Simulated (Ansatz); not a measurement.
**Forces on a displaced structure**

CH3OSi (charge -1), singlet, displaced at random from a GFN2-xTB minimum.

```json
{"atom": "C1", "x (Å)": "-1.0439", "y (Å)": "-0.7470", "z (Å)": "0.1012"}
{"atom": "O2", "x (Å)": "0.5047", "y (Å)": "-1.1423", "z (Å)": "0.0994"}
{"atom": "Si3", "x (Å)": "0.1410", "y (Å)": "0.3117", "z (Å)": "0.3294"}
{"atom": "H4", "x (Å)": "-1.5728", "y (Å)": "-0.5795", "z (Å)": "-0.8949"}
{"atom": "H5", "x (Å)": "1.3135", "y (Å)": "1.2223", "z (Å)": "-0.9784"}
{"atom": "H6", "x (Å)": "0.8014", "y (Å)": "0.9575", "z (Å)": "1.3649"}
```

Program: Ansatz 0.2.0. Basis: def2-TZVPPD. Cores are frozen in the correlated methods. B3LYP uses VWN-RPA correlation.

CCSD(T) forces from the calculation:
```csv
atom,Fx,Fy,Fz (eV/Å)
C1,-6.497,-3.231,-0.767
O2,1.159,-5.868,-1.619
Si3,5.428,9.572,-1.430
H4,1.070,-0.870,0.422
H5,-1.611,-0.748,1.256
H6,0.452,1.145,2.139
```

**Question.** Which atom feels the largest CCSD(T) force, and how large is it?

**Answer.** Si3, 11.10 eV/Å, along (0.49, 0.86, -0.13).

Root-mean-square difference of the force components from those of CCSD(T): PBE0-D4 0.311; wB97M-V 0.292; r2SCAN-D4 0.198; PBE-D4 0.232; B3LYP-D4 0.227; HSE06-D4 0.302 eV/Å.

T1 diagnostic: at most 0.020. These are differences at one structure, and CCSD(T) in triple zeta is itself an approximation.

For scale, one of the runs: CCSD(T)/def2-TZVPPD forces, 176 basis functions (an equivalent command: `ansatz run in.yaml --threads 4`). The run took 88 s on 4 CPU threads (shared host), with 3.1 GiB of host memory at its peak.
